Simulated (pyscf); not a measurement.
`[F][CH]([F])[SiH]([F])[O][SiH3]` -> `[F][C][SiH]([F])[O][SiH3]` [singlet] + `[FH]` (1,1-elimination; singlet surface; C–H, C–F broken, F–H formed). PySCF, gas phase, ωB97X-D3(BJ)/def2-SVP geometries. Energies in kcal/mol from the reactant's lowest minimum found.

```tsv
level	barrier	reaction energy
ωB97X-D3(BJ)/def2-TZVP	(withheld)	(withheld)
r²SCAN/def2-TZVP	109.0	+91.5
PBE0-D3(BJ)/def2-TZVP	112.8	+91.1
M06-2X/def2-TZVP	116.6	+89.0
ωB97M-D3(BJ)/def2-TZVP	(withheld)	+85.6
HF/def2-TZVP	133.9	+79.8
```

**Question.** What belongs in the gaps?

**Answer.** 
- ωB97X-D3(BJ)/def2-TZVP, barrier: 115.8
- ωB97X-D3(BJ)/def2-TZVP, reaction energy: +88.2
- ωB97M-D3(BJ)/def2-TZVP, barrier: 112.7

The functionals in the table span 7.6 kcal/mol in this barrier, from r²SCAN to M06-2X. On the product side the descent ends in a complex, 4.4 kcal/mol under the separated species and 32.0 kcal/mol under the saddle at ωB97X-D3(BJ)/def2-TZVP. This saddle turned up in a search for another step; its sides and bond changes are read from the two ends of the descent. The same reactants have a lower exit, to F–CH•–F + F–SiH•–O–SiH₃ (no saddle counted: cutting one bond costs +88.2 kcal/mol at ωB97M-D3(BJ)/def2-TZVP, against +112.7 kcal/mol here). F–C:–SiH(F)–O–SiH₃ [singlet] is an excited spin state, 6.4 kcal/mol over the triplet at ωB97X-D3(BJ)/def2-TZVP. This is the saddle that the search found; another between the same sides may lie lower. A restricted singlet here is unstable towards spin polarisation, as is usual where a triplet lies low; its energy is less safe.
